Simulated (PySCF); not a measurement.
Species: H7NPSi (charge +1).
Bonds: N1–Si2, Si2–P3. Hydrogens: H4, H5 on N1; H6, H7 on Si2; H8, H9, H10 on P3.

Torsions of this conformer, `[NH2:1][SiH2:2][PH3+:3]`: H–N1–Si2–P3 -93°, H–N1–Si2–P3 92°.

The closed-shell ground state was solved at several levels (PySCF, density fitting, gas phase, non-relativistic). Geometry: PBE0-D3(BJ)/def2-SVP, one conformer, isolated ion.

| level | basis functions | HOMO (eV) | LUMO (eV) | gap (eV) |
| --- | --- | --- | --- | --- |
| PBE0/pcSseg-1 | 100 | -12.61 | -5.17 | 7.44 |
| B3LYP/pcSseg-2 | 220 | -12.41 | -5.60 | 6.81 |

Q: Estimate the row for CAM-B3LYP/def2-SVPD, a basis of 124 functions; the other rows only guide the guess.

A: HOMO -14.00 eV, LUMO -4.15 eV, gap 9.85 eV.

Q: Over all these levels, which gives the widest orbital gap and which the narrowest?

A: CAM-B3LYP/def2-SVPD (range-separated hybrid) has the widest, 9.85 eV, and B3LYP/pcSseg-2 (global hybrid, 20 % exact exchange) the narrowest, 6.81 eV. Functional and basis both differ between the two, so the spread mixes both effects.
